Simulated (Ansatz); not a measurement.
Zr$_{2}$Ir (I4/mcm)

These are results of DFT PBEsol, scalar-relativistic, plane waves, PAW in Ansatz, not measurements.

Plane waves to 420 eV, a k mesh through Γ of 8×8×8 on the computed 6-atom cell and Gaussian smearing (0.10 eV); no spin polarisation.

The structure is relaxed at this level of theory with its symmetry kept. Whether it is the stable form of this composition wasn't checked.

```
CELL_PARAMETERS angstrom
-3.23064 3.23064 2.82466
3.23064 -3.23064 2.82466
3.23064 3.23064 -2.82466
ATOMIC_POSITIONS crystal
Zr 0.66915 0.16915 0.83830
Zr 0.33085 0.83085 0.16170
Zr 0.83085 0.66915 0.50000
Zr 0.16915 0.33085 0.50000
Ir 0.75000 0.75000 0.00000
Ir 0.25000 0.25000 0.00000
```

- Space group: I4/mcm (No. 140)
- Volume per atom: 19.65 Å³
- Formation energy from the elements' standard states (uncorrected): -0.663 eV/atom
- Kohn–Sham band gap: none (metal)
- Density of states at the Fermi level: 7.30 states/eV per cell
- Löwdin character within 0.5 eV of the Fermi level: Zr 4d 75 %, Ir 5d 12 %, unprojected 6 %
- Bulk modulus: 140 GPa
- Its pressure derivative: 4.3
- Bader charges (e): Zr (4 in the cell) 1.01, Ir (2 in the cell) -2.02

Spin-orbit coupling is left out, which matters for the bands of heavy elements.

Cost: 9 runs of about 17 core-minutes in all, on Arm Neoverse V1 (shared hosts).